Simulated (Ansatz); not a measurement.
# SiNH (triplet): the correlation ladder, def2-QZVPP

The task here is to estimate one member of a computed series from the others.

The runs use Ansatz 0.2.0, Gaussian basis; def2-QZVPP, core rule «outside noble gas», up to 6 orbitals frozen.

To be run: UHF; ROHF; CCSD(T) on UHF.

2 further runs of the same task are left out: 2 set aside as unsound or not needed.

## The geometry

The geometry is a PBE0/def2-TZVP stationary point (not a proven minimum) of the parent state, kept for this charge and spin.

3 atoms, charge 0, spin multiplicity 3.

Atoms are counted from 1 here; the program's logs count them from 0.

Bond lengths: Si1–N2 1.546 Å, N2–H3 1.000 Å. Angles: Si1–N2–H3 180.0°.

Set-up of the first run:

The input, in.yaml:

```yaml
crystal:
  periodic: [false, false, false]
  atoms:
    - {symbol: Si, position_ang: [0.000000, 0.000000, -1.363630]}
    - {symbol: N, position_ang: [0.000000, 0.000000, 0.182007]}
    - {symbol: H, position_ang: [0.000000, 0.000000, 1.181623]}
basis:
  gaussian: {orbitals: "def2-QZVPP.json"}
magnetization: {spin_polarized: true, initial_magnetization: 2}
hamiltonian: {xc: hf}
output: {orbitals: {seedname: orbitals}}
```

On the command line:

```bash
$ ansatz run in.yaml --threads 1 --pin off --events-out ev --progress --plain --max-ram 2560MiB --backend cpu
```

Among the steps run: UHF; ROHF; CCSD(T) on UHF.

One of the session's tables, all rows but one given; the rest of the session is left out.

| method | from UCCSD(T) (meV) |
| --- | --- |
| ROHF | +8339.9 |
| UHF | ? |
| UMP2 | +1038.5 |
| UCCSD | +314.6 |
| UCCSD(T) | 0 |

Q: Estimate the row for UHF from the others.

**Answer.** from UCCSD(T) (meV): +8045.3. In the column «from UCCSD(T) (meV)» it lies between UMP2 (+1038.5) and ROHF (+8339.9).
